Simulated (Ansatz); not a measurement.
Relaxation of BClH3N (6 atoms, charge 0, multiplicity 1), to a largest force component of 0.02 eV/Å in at most 40 steps.

The calculation used Ansatz 0.2.0, RKS PBE/6-31G*.

```xyz
6
Properties=species:S:1:pos:R:3:forces:R:3
B 0.000 0.000 0.000 -3.24 0.09 -0.47
Cl 0.000 0.000 1.860 0.06 -0.39 -1.51
H 1.030 0.000 -0.595 0.39 0.43 0.16
N -1.342 0.000 -0.775 1.83 -0.20 1.16
H -2.011 -0.816 -0.676 0.58 1.82 0.08
H -1.591 0.816 -1.404 0.39 -1.75 0.58
```

**Question.** Where does it end, and by what steps?

**Answer.** The run converged. After 6 steps the energy has fallen by 1.348 eV; H6 moved furthest, 0.67 Å.

| step | energy less start (eV) | largest force component (eV/Å) | accepted |
| --- | --- | --- | --- |
| 0 | 0.0000 | 3.242 | yes |
| 1 | -0.6614 | 1.613 | yes |
| 2 | -1.1061 | 1.147 | yes |
| 3 | -1.2844 | 0.620 | yes |
| 4 | -1.3372 | 0.295 | yes |
| 5 | -1.3474 | 0.125 | yes |
| 6 | -1.3483 | 0.018 | yes |

```xyz
6
Properties=species:S:1:pos:R:3
B -0.068 0.055 -0.020
Cl -0.020 -0.438 1.695
H 0.944 0.430 -0.543
N -1.274 -0.002 -0.720
H -2.150 -0.316 -0.304
H -1.346 0.270 -1.697
```

Whether the end is a true minimum wasn't checked by a vibrational analysis.

The run took 8.5 s on 1 thread of Intel(R) Xeon(R) Platinum 8488C (Sapphire Rapids), with other jobs on the host, peak memory 0.14 GiB.
